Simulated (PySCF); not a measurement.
From computed data to an observable: entropy of an ideal gas

acetylene (C₂H₂), SMILES C#C.

Coordinates come from a PBE0-D3(BJ)/def2-TZVPD optimisation.

PBE0-D3(BJ)/def2-TZVPD run with PySCF gives the harmonic wavenumbers 667, 667, 772, 772, 2083, 3426, 3527 cm⁻¹ and the rotational temperature 1.7096 K. The molar mass is 26.04 g/mol, the symmetry number 2, the spin multiplicity 1.

**Question.** Work out the entropy at 298.15 K and 1 atm in the rigid-rotor, harmonic-oscillator model.

**Answer.** 
Translation (Sackur–Tetrode at 1 atm): S = R[1.5 ln M + 2.5 ln T − 1.16487] = 149.4 J/(mol K).
Rotation: q = T/(σ θ) = 87.2, S = R[ln q + 1] = 45.5 J/(mol K).
Vibration: with u = 1.4388 ν/T, each mode gives R[u/(e^u − 1) − ln(1 − e^−u)]:
| ν (cm⁻¹) | modes | u | S (J/(mol K)) |
|---|---|---|---|
| 667 | 2 | 3.22 | 2.91 |
| 772 | 2 | 3.73 | 1.94 |
The stiffer modes add less than 0.005 each. Sum 4.8 J/(mol K).
Spin: R ln 1 = 0.0 J/(mol K).
Total 199.7 J/(mol K); the program's own thermochemistry gives 199.7. Translation makes up 75 % and vibration 2 %. Anharmonicity, hindered rotation and orbital degeneracy are left out.
